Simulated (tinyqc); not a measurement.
Inside a calculation. Method: UHF in the sto-3g basis, for CH, spin multiplicity 4. One step of it, computed by the program tinyqc.

Problem. Iteration 1: building the Fock matrix. J_ij = sum D_kl (ij|kl) with D = D(alpha) + D(beta), K_ij = sum D_kl (ik|jl) for each spin; F = H + J - K(s); E = tr D H + tr D J / 2 - 0.5 sum_s tr D(s) K(s) + E_nn.

D(alpha) at the start:
```
            1C 1s      1C 2s    1C 2px    1C 2py     1C 2pz      2H 1s
1C 1s    1.533175  -0.377506  0.000000  0.000000   0.002354  -0.012510
1C 2s   -0.377506   1.522574  0.000000  0.000000  -0.008935   0.053265
1C 2px   0.000000   0.000000  0.470466  0.000000   0.000000   0.000000
1C 2py   0.000000   0.000000  0.000000  0.470466   0.000000   0.000000
1C 2pz   0.002354  -0.008935  0.000000  0.000000   0.459919   0.041371
2H 1s   -0.012510   0.053265  0.000000  0.000000   0.041371   0.701355
```

D(beta) at the start:
```
            1C 1s      1C 2s    1C 2px    1C 2py     1C 2pz      2H 1s
1C 1s    0.613270  -0.151002  0.000000  0.000000   0.000942  -0.005004
1C 2s   -0.151002   0.609030  0.000000  0.000000  -0.003574   0.021306
1C 2px   0.000000   0.000000  0.188186  0.000000   0.000000   0.000000
1C 2py   0.000000   0.000000  0.000000  0.188186   0.000000   0.000000
1C 2pz   0.000942  -0.003574  0.000000  0.000000   0.183967   0.016548
2H 1s   -0.005004   0.021306  0.000000  0.000000   0.016548   0.280542
```

core Hamiltonian H = T + V (hartree):
```
             1C 1s      1C 2s     1C 2px     1C 2py     1C 2pz      2H 1s
1C 1s   -18.034955  -4.346005   0.000000   0.000000  -0.005368  -0.163828
1C 2s    -4.346005  -4.990777   0.000000   0.000000  -0.062496  -0.544532
1C 2px    0.000000   0.000000  -3.933450   0.000000   0.000000   0.000000
1C 2py    0.000000   0.000000   0.000000  -3.933450   0.000000   0.000000
1C 2pz   -0.005368  -0.062496   0.000000   0.000000  -3.964211  -0.574233
2H 1s    -0.163828  -0.544532   0.000000   0.000000  -0.574233  -2.105735
```

Two-electron integrals (ij|kl) in chemists' order, unique and non-zero (hartree):
```
(11|11) 3.541948   (21|11) 0.576921   (21|21) 0.111888   (22|11) 0.854682
(22|21) 0.205284   (22|22) 0.624709   (31|31) 0.020296   (32|31) 0.030858
(32|32) 0.137996   (33|11) 0.852436   (33|21) 0.205335   (33|22) 0.624568
(33|33) 0.672833   (41|41) 0.020296   (42|41) 0.030858   (42|42) 0.137996
(43|43) 0.036269   (44|11) 0.852436   (44|21) 0.205335   (44|22) 0.624568
(44|33) 0.600295   (44|44) 0.672833   (51|51) 0.020296   (52|51) 0.030858
(52|52) 0.137996   (53|53) 0.036269   (54|54) 0.036269   (55|11) 0.852436
(55|21) 0.205335   (55|22) 0.624568   (55|33) 0.600295   (55|44) 0.600295
(55|55) 0.672833   (61|11) 0.021560   (61|21) 0.004160   (61|22) 0.007632
(61|33) 0.007612   (61|44) 0.007612   (61|51) 0.000254   (61|52) 0.000477
(61|55) 0.007675   (61|61) 0.000158   (62|11) 0.075212   (62|21) 0.018423
(62|22) 0.065192   (62|33) 0.063538   (62|44) 0.063538   (62|51) 0.001718
(62|52) 0.013776   (62|55) 0.068428   (62|61) 0.000716   (62|62) 0.011054
(63|31) 0.001512   (63|32) 0.008896   (63|53) 0.002468   (63|63) 0.001060
(64|41) 0.001512   (64|42) 0.008896   (64|54) 0.002468   (64|64) 0.001060
(65|11) 0.078158   (65|21) 0.019332   (65|22) 0.072168   (65|33) 0.069033
(65|44) 0.069033   (65|51) 0.002887   (65|52) 0.021653   (65|55) 0.078354
(65|61) 0.000770   (65|62) 0.014318   (65|65) 0.019262   (66|11) 0.273176
(66|21) 0.067836   (66|22) 0.271972   (66|33) 0.262578   (66|44) 0.262578
(66|51) 0.005329   (66|52) 0.060527   (66|55) 0.290550   (66|61) 0.002623
(66|62) 0.067995   (66|65) 0.097046   (66|66) 0.774606
```

nuclear repulsion = 1.64001202 hartree

Give: Coulomb J; exchange K(alpha); exchange K(beta); F(alpha); F(beta); total energy of this density.

Solution.

Coulomb J (hartree):
```
          1C 1s   1C 2s  1C 2px  1C 2py  1C 2pz   2H 1s
1C 1s   10.7742  2.0318  0.0000  0.0000  0.0052  0.0759
1C 2s    2.0318  4.4589  0.0000  0.0000  0.0607  0.4784
1C 2px   0.0000  0.0000  4.4441  0.0000  0.0000  0.0000
1C 2py   0.0000  0.0000  0.0000  4.4441  0.0000  0.0000
1C 2pz   0.0052  0.0607  0.0000  0.0000  4.4723  0.5417
2H 1s    0.0759  0.4784  0.0000  0.0000  0.5417  2.4078
```

exchange K(alpha) (hartree):
```
         1C 1s   1C 2s  1C 2px  1C 2py  1C 2pz   2H 1s
1C 1s   5.1937  0.8764  0.0000  0.0000  0.0010  0.0362
1C 2s   0.8764  1.1764  0.0000  0.0000  0.0118  0.1784
1C 2px  0.0000  0.0000  0.5701  0.0000  0.0000  0.0000
1C 2py  0.0000  0.0000  0.0000  0.5701  0.0000  0.0000
1C 2pz  0.0010  0.0118  0.0000  0.0000  0.5837  0.1429
2H 1s   0.0362  0.1784  0.0000  0.0000  0.1429  0.5846
```

exchange K(beta) (hartree):
```
         1C 1s   1C 2s  1C 2px  1C 2py  1C 2pz   2H 1s
1C 1s   2.0775  0.3506  0.0000  0.0000  0.0004  0.0145
1C 2s   0.3506  0.4706  0.0000  0.0000  0.0047  0.0714
1C 2px  0.0000  0.0000  0.2280  0.0000  0.0000  0.0000
1C 2py  0.0000  0.0000  0.0000  0.2280  0.0000  0.0000
1C 2pz  0.0004  0.0047  0.0000  0.0000  0.2335  0.0572
2H 1s   0.0145  0.0714  0.0000  0.0000  0.0572  0.2338
```

F(alpha) (hartree):
```
           1C 1s    1C 2s   1C 2px   1C 2py   1C 2pz    2H 1s
1C 1s   -12.4545  -3.1906   0.0000   0.0000  -0.0012  -0.1242
1C 2s    -3.1906  -1.7083   0.0000   0.0000  -0.0136  -0.2445
1C 2px    0.0000   0.0000  -0.0594   0.0000   0.0000   0.0000
1C 2py    0.0000   0.0000   0.0000  -0.0594   0.0000   0.0000
1C 2pz   -0.0012  -0.0136   0.0000   0.0000  -0.0756  -0.1755
2H 1s    -0.1242  -0.2445   0.0000   0.0000  -0.1755  -0.2826
```

F(beta) (hartree):
```
          1C 1s    1C 2s  1C 2px  1C 2py   1C 2pz    2H 1s
1C 1s   -9.3383  -2.6648  0.0000  0.0000  -0.0006  -0.1024
1C 2s   -2.6648  -1.0024  0.0000  0.0000  -0.0065  -0.1375
1C 2px   0.0000   0.0000  0.2826  0.0000   0.0000   0.0000
1C 2py   0.0000   0.0000  0.0000  0.2826   0.0000   0.0000
1C 2pz  -0.0006  -0.0065  0.0000  0.0000   0.2746  -0.0897
2H 1s   -0.1024  -0.1375  0.0000  0.0000  -0.0897   0.0682
```

total energy of this density = -38.197518 hartree

This density is the starting one; it is not idempotent, so its energy is not variational and may lie below the converged one.
